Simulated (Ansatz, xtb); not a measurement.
## Relative energy of two isomers of BH5NSi+

We compare I, `B=[NH+][SiH3]`, a singlet, with II, `B[NH+]=[SiH2]`, a singlet. Both are isolated ions in the gas phase, relaxed with PBE0-D3(BJ)/def2-SVP; the shapes shown needn't be the lowest conformers.

I (Å):

```csv
atom,x (Å),y (Å),z (Å)
B,-0.5955,-0.4357,-1.7840
N,0.0337,-0.9997,-0.7883
Si,1.5748,-0.2746,0.0058
H,-1.1240,0.1227,-2.6868
H,-0.2981,-1.8854,-0.3888
H,2.6022,-1.3177,-0.2054
H,1.7785,0.9636,-0.7816
H,1.1741,-0.0537,1.4126
```

II (Å):

```xyz
8

B    -0.1207    1.0489    1.6114
N     0.0017    0.4956    0.2648
Si    1.2725    0.8713   -0.7475
H     2.2923    1.8005   -0.2307
H    -0.7296   -0.1454   -0.0526
H    -1.0637    0.7280    2.2745
H     1.3130    0.2635   -2.0917
H     0.7463    1.8012    1.9710
```

Question: Which of the two would you expect CCSD(T)/def2-TZVP electronic energies to favour?

Answer: Too close to call at this level: CCSD(T)/def2-TZVP gives E(II) − E(I) = −0.61 kcal/mol.

The same difference at several levels:

| level | geometry | E(II) − E(I) (kcal/mol) | departure from the last row (kcal/mol) | job, with rough time for the two |
| --- | --- | --- | --- | --- |
| GFN2-xTB | GFN2-xTB | −13.49 | −12.88 | optimisation, 0.21 s |
| HF/STO-3G | GFN2-xTB | −5.58 | −4.96 | single point, 0.2 s |
| r2SCAN-D4/def2-SVP | GFN2-xTB | +0.12 | +0.73 | single point, 1.6 s |
| PBE0-D3(BJ)/def2-SVP | PBE0-D3(BJ)/def2-SVP | −0.17 | +0.44 | optimisation, 17 s |
| HF/def2-TZVP | PBE0-D3(BJ)/def2-SVP | +0.88 | +1.49 | part of the CCSD(T) run |
| MP2/def2-TZVP | PBE0-D3(BJ)/def2-SVP | −1.23 | −0.62 | part of the CCSD(T) run |
| CCSD(T)/def2-TZVP | PBE0-D3(BJ)/def2-SVP | −0.61 |  | single point, 14 s |

As drawn, II has 1 B–N, 1 N=Si, 1 B–H in place of 1 B=N, 1 N–Si, 1 Si–H.

The largest departure from CCSD(T)/def2-TZVP is that of GFN2-xTB, 12.88 kcal/mol.

With harmonic frequencies from PBE0-D3(BJ)/def2-SVP (ideal gas, rigid rotor, one conformer each, 298.15 K, 1 atm): the zero-point term adds +1.67 kcal/mol; ΔH is +0.78 and ΔG +1.49 kcal/mol.

The correlated steps freeze 7 core orbitals. Programs: Ansatz 0.2.0, xtb 6.7.1; the last row on 1 thread of Intel(R) Xeon(R) 6975P-C (Granite Rapids) on a shared host.
